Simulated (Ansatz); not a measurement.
Barrier C3H7 (SMILES [CH2]CC) via C3H7, on the benchmark's geometries as Psi4's copy gives them; open shells unrestricted, no zero-point energy, no spin–orbit coupling.
Transition structure (charge 0, multiplicity 2):
| atom | x (Å) | y (Å) | z (Å) |
|---|---|---|---|
| C | -0.4721 | 0.6459 | 0.0000 |
| C | -1.3826 | -0.3639 | 0.0000 |
| H | -0.2320 | 1.1646 | -0.9173 |
| H | -0.2323 | 1.1648 | 0.9172 |
| H | -1.7271 | -0.8098 | 0.9225 |
| H | -1.7269 | -0.8101 | -0.9224 |
| C | 1.6120 | -0.2422 | 0.0000 |
| H | 2.1952 | 0.6687 | -0.0013 |
| H | 1.5894 | -0.8096 | -0.9186 |
| H | 1.5902 | -0.8076 | 0.9200 |

Run with Ansatz (a first-principles code). Values without a source in brackets are computed.

The barrier height (kcal/mol) and the share of exact exchange:

```
functional          exact exchange (%)  value
------------------  ------------------  -----
PBE/def2-TZVPPD                      0  29.78
PBE0/def2-TZVPPD                    25  34.46
BLYP/def2-TZVPPD                     0  25.00
B3LYP/def2-TZVPPD                   20  29.51
BHLYP/def2-TZVPPD                   50  33.83
r2SCAN/def2-TZVPPD                   0  31.13
```

Task: Take the value as linear in the share of exact exchange along PBE and PBE0. Give the slope, say whether the sign turns, and set the other functionals against that line.

Result: 
Slope: (34.46 − (29.78))/2.5 = 1.87 kcal/mol for each 10 %. The line keeps its sign from 0 to 100 %. At 50 % it gives 39.1 kcal/mol. The LYP pair gives (33.83 − (25.00))/5 = 1.77 for each 10 %. BHLYP, at 50 %, lies -5.3 from the PBE line. B3LYP, at 20 %, lies -4.0 from the PBE line. r2SCAN, with none, stands 1.3 from PBE.
